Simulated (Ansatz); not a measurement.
**HNO (nitroxyl) at CCSD(T)/STO-3G**

Aim: the vertical electron affinity of HNO (nitroxyl) at CCSD(T)/STO-3G, from 2 runs. 

The calculation is run with Ansatz 0.2.0.

## 1. The molecule

HNO: 3 atoms, total charge 0, spin state singlet. SMILES: `N=O`. The coordinates come from a GFN2-xTB relaxation.

Bond lengths: N1–O2 1.201 Å, N1–H3 1.062 Å. Angles: O2–N1–H3 112.4°.

## 2. A single-point energy at CCSD(T)/STO-3G

input.yaml reads:

```yaml
crystal:
  periodic: [false, false, false]
  atoms:
    - symbol: N
      position_ang: [-0.275940, 0.297220, -0.114780]
    - symbol: O
      position_ang: [0.768580, 0.418030, 0.466150]
    - symbol: H
      position_ang: [-0.492640, -0.715240, -0.351380]
basis:
  gaussian:
    orbitals: STO-3G
scf:
  omitted_lower_state_checks: [cluster_reference, increment]
correlation:
  method: ccsd_t
  frozen_orbitals: {H: 0, "N": 1, O: 1}
accuracy: high
```

Launch:

```console
ansatz run input.yaml --threads 1 --pin off --max-ram 2610MiB --events-out events.jsonl --progress --plain --runs-dir runs
```

Standard output (excerpt; [...] marks lines left out):

```text
Warning: RAYON_NUM_THREADS=1 ignored (pool sized by the plan → 1); use --threads N
Functional definition: HF
  name "HF"
[...]
168 factors; integrals over basis functions are off by at most 2.2e-8 eV
[...]
mean field -3484.66927338 eV, -128.0592338031 hartree, gradient 1.1e-8 eV, S^2 0.000000; 0 other end points of the search recorded, 0 dependent functions left out; unrestricted orbitals would lower it
2 core orbitals not correlated: weight in the atoms' cores, before any rotation towards them, 1.000 or more for the frozen orbitals, at most 0.000 for the correlated occupied ones
reference -3484.66927338 eV, -128.0592338031 hartree; 6, 6 occupied and 3, 3 virtual orbitals, 168 factors
second order -3.25422883 eV of doubles, -0.00000000 eV of singles
cycle   1  -3.61763260 eV  change   -3.6e-1 eV  update   6.3e-2
[...]
cycle  24  -3.88790016 eV  change  -3.3e-11 eV  update  1.1e-10
perturbative correction -0.04512625 eV, -0.0016583591 hartree
Total energy: -3488.60229979 eV, -128.2037698579 hartree
Checks for a lower state left out: cluster_reference, increment
```

Wall time 0.12 s (1 thread of Arm Neoverse V2, shared host).

## 3. The doublet anion at the same level

run.yaml reads:

```yaml
crystal:
  periodic: [false, false, false]
  atoms:
    - {symbol: N, position_ang: [-0.275940, 0.297220, -0.114780]}
    - {symbol: O, position_ang: [0.768580, 0.418030, 0.466150]}
    - {symbol: H, position_ang: [-0.492640, -0.715240, -0.351380]}
basis:
  gaussian:
    orbitals: STO-3G
total_charge: -1
magnetization:
  spin_polarized: true
  initial_magnetization: 1
correlation:
  method: ccsd_t
  frozen_orbitals: {H: 0, "N": 1, O: 1}
accuracy: high
scf:
  omitted_lower_state_checks: [cluster_reference, increment]
```

Launch:

```console
ansatz run run.yaml --threads 1 --pin off --max-ram 2610MiB --events-out events.jsonl --progress --plain --runs-dir runs
```

Standard output (excerpt; [...] marks lines left out):

```text
Warning: RAYON_NUM_THREADS=1 ignored (pool sized by the plan → 1); use --threads N
[... 2 set-up lines as earlier in the session ...]
[...]
168 factors; integrals over basis functions are off by at most 2.2e-8 eV
[...]
mean field -3479.18968875 eV, -127.8578627820 hartree, gradient 2.4e-8 eV, S^2 0.751962; 0 other end points of the search recorded, 0 dependent functions left out
2 core orbitals not correlated: weight in the atoms' cores, before any rotation towards them, 1.000 or more for the frozen orbitals, at most 0.000 for the correlated occupied ones
reference -3479.18968875 eV, -127.8578627820 hartree; 7, 6 occupied and 2, 3 virtual orbitals, 168 factors
second order -1.58818733 eV of doubles, -0.00000000 eV of singles
cycle   1  -1.92045710 eV  change   -3.3e-1 eV  update   4.8e-2
[...]
cycle  20  -2.09581064 eV  change   9.7e-10 eV  update   1.0e-9
perturbative correction -0.02861538 eV, -0.0010515960 hartree
Total energy: -3481.31411477 eV, -127.9359339983 hartree
Checks for a lower state left out: cluster_reference, increment
```

Run time: 0.1 s. Hardware: 1 thread of Arm Neoverse V2, shared host.

## 4. Results

At CCSD(T)/STO-3G, 2 core orbitals frozen:

| quantity | value |
| --- | --- |
| singlet HNO: total energy | -128.20377 Eh |
| singlet HNO: correlation energy (2 core orbitals frozen) | -144.5 mEh |
| singlet HNO: (T) correction | -1.66 mEh |
| singlet HNO: T1 diagnostic | 0.011 |
| doublet anion: total energy | -127.93593 Eh |
| doublet anion: correlation energy (2 core orbitals frozen) | -78.1 mEh |
| doublet anion: (T) correction | -1.05 mEh |
| doublet anion: ⟨S²⟩ of the reference determinant | 0.752 |
| doublet anion: T1 diagnostic | 0.012 |
| vertical electron affinity (to the doublet anion) | -7.288 eV |

**Reading.** The anion lies 7.29 eV (703 kJ/mol) above the neutral: the electron isn't bound at this level, and such a value depends on the basis. Without diffuse functions anions come out too high. In a minimal basis such a difference can be off by several eV, whatever the method. The restricted solution (singlet HNO) is unstable to spin breaking: an unrestricted one lies lower. The triples (singlet HNO) make up 1.1 % of the correlation energy. The triples (doublet anion) make up 1.3 % of the correlation energy.
